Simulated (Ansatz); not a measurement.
## How far each method lies from RCCSDTQ for SCO, singlet

Geometry: MP2(full)/6-31G*, from the G2/97 set.

```yaml
atoms:
  - { symbol: O, position_ang: [0.0000, 0.0000, -1.3076] }
  - { symbol: C, position_ang: [0.0000, 0.0000, -0.1288] }
  - { symbol: S, position_ang: [0.0000, 0.0000, 1.4364] }
```

Basis 6-31G; Ansatz 0.2.0. Only valence electrons are correlated (noble-gas cores frozen), which leaves 16 electrons in 24 orbitals. Prefix R: restricted or restricted open-shell reference. Active spaces: valence = (16e, 12o) chosen from the atoms' valence shells.

Full CI isn't at hand for all of this; RCCSDTQ serves as the reference, and is uncertain by the last step of the cluster series or more.

* UHF ⟨S²⟩: 0.000
* T1 diagnostic (RCCSD): 0.0221
* largest doubles amplitude (RCCSD): 0.071

| level | E − E(RCCSDTQ) (kcal/mol) | share of correlation (%) | wall time |
| --- | --- | --- | --- |
| RHF | 185.50 | 0.00 | – |
| RMP2 | 4.88 | 97.37 | – |
| CISD | 25.55 | 86.23 | 0.67 s |
| RCCSD | 10.26 | 94.47 | – |
| RCCSD(T) | 0.96 | 99.48 | 0.31 s |
| BCCD(T) | 0.71 | 99.62 | 0.36 s |
| RCCSDT | 0.83 | 99.55 | – |
| CISDTQ | 2.31 | 98.75 | 6 s (H100) |
| RCCSDT(Q) | -0.11 | 100.06 | 1.8 s |
| CASSCF (valence space) | 71.01 | 61.72 | – |
| NEVPT2 (valence space) | 15.58 | 91.60 | 5.5 s (H100) |
| MRCISD (valence space) | 4.04 | 97.82 | – |
| MRCISD+Q (valence space) | 1.18 | 99.36 | 9.5 s (H100) |

The correlation energy at RCCSDTQ, counted from RHF, is -8.044 eV. That run took 6 s on 5 threads of AMD EPYC 7R13 with a whole H100 80 GB, shared host.

Times hold each run's SCF and search for its determinant on a shared host, so for small cases they say little of a method's own cost; rows without a card ran on 1 thread of AMD EPYC 7R13.

Natural occupations of CASSCF (valence space) about the gap: 1.976 1.976 1.969 1.947 1.947 0.079 0.079 0.037 0.019; effectively unpaired electrons, Σ n²(2−n)², 0.08.

Atomization energy (electronic, same basis, no zero-point term; atoms at the same level, unrestricted beside the R rows where the molecule is a closed shell, with restricted open-shell steps beyond CCSDT(Q)) at RCCSDTQ: 1049.9 kJ/mol. Errors of other levels:

```tsv
level	error (kJ/mol)
RHF	-464.0
RMP2	53.3
CISD	-100.7
RCCSD	-40.0
RCCSD(T)	-3.3
BCCD(T)	-2.0
RCCSDT	-3.5
CISDTQ	-9.4
RCCSDT(Q)	0.4
CASSCF (valence space)	-25.1
NEVPT2 (valence space)	22.6
MRCISD (valence space)	-12.0
MRCISD+Q (valence space)	-4.6
```

This basis is far from its limit, so the value isn't to be set against a measured one. Truncated CI isn't size-consistent, which counts against it in atomization.
